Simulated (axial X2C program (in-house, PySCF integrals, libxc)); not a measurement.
Values are calculated unless marked as measured or tabulated.
**BS: input and output of an EOM-IP-CCSD run**

Program: an in-house all-electron X2C program for linear molecules (integrals from PySCF).

Input and command:
```json
{"zs": [16, 5], "q": 0, "bas": ["dyall-av3z", "dyall-av3z"], "r0": 1.72, "eom": "ip", "rq": -1, "thr": -2.0, "nmax": 95, "grid": [1, 0.96, 1.045, 0.92, 1.09, 1.15]}
```
```bash
python soeom.py task.json out
```

Keys: zs atomic numbers; q charge; bas basis sets; r0 starting distance in Å; eom kind of EOM run; rq charge at which the geometry is sought; thr threshold in hartree for freezing inner shells (an s shell follows its p shell); nmax most natural virtual spinors; grid distances as factors.

Output at R = 1.689 Å (near the PBE0 minimum at charge -1 of the determinant lowest at the starting distance; the state shown can have its own minimum elsewhere), reference BS⁻:

```
two-component X2C + atomic mean field  HF
basis functions 120  fitting functions 632  grid points 4353
iter        total energy     max residual
   1       -419.143757370     2.31e+00
   2       -423.234671210     7.72e-02
   3       -423.266675790     1.18e-02
   4       -423.270029741     1.84e-03
   5       -423.270122007     8.75e-04
   6       -423.270141974     4.58e-04
   7       -423.270148647     1.22e-04
   8       -423.270149713     1.93e-05
   9       -423.270149728     4.15e-06
  10       -423.270149728     6.78e-07
converged
one-electron -638.86973558  Coulomb 219.73652265  exact exchange -29.14035420  xc functional 0.00000000  nuclear repulsion 25.06463995  atomic mean-field constant -0.06122254
correlated 10  virtual 206  natural virtual 94  E(MP2) -0.270747389  MP2 remainder -0.008259286
iter   CCSD correlation   residual
   1     -0.273509761   1.36e-01
   2     -0.282149267   5.47e-02
   3     -0.284460825   2.33e-02
   4     -0.284478047   6.62e-03
   5     -0.284515449   2.16e-03
   6     -0.284518179   7.14e-04
   7     -0.284521443   2.06e-04
   8     -0.284523963   6.28e-05
   9     -0.284523247   2.16e-05
  10     -0.284523405   7.62e-06
  11     -0.284523265   2.51e-06
  12     -0.284523294   1.06e-06
  13     -0.284523294   4.64e-07
(T) -0.017101631  T1 0.0271  D1 0.0371  max T2 0.076
EOM-IP-CCSD roots
2*Omega      energy/Eh   energy/eV  one-particle weight
    1       0.09319350      2.5359      0.911
    1       0.16545208      4.5022      0.926
    1       0.28207486      7.6756      0.831
    1       0.31372039      8.5368      0.000
    3       0.16395862      4.4615      0.927
    3       0.31370156      8.5363      0.000
    3       0.33321423      9.0672      0.000
    5       0.33272765      9.0540      0.000
```
T1 in the output is the amplitude norm over the root of the electron number; divide by √2 for the Lee–Taylor value.

Reference electrons by ω block (each with its −ω partner): 1/2: 9, 3/2: 2. Root energies count from the CCSD energy of the reference. The reference need not be the lowest state of its species. All roots sought are printed; those with a small one-particle weight need a further excitation, are placed far too high, and may in truth lie low or lowest. Inner shells are frozen, and levels at this size can be off by some tenths of an eV.
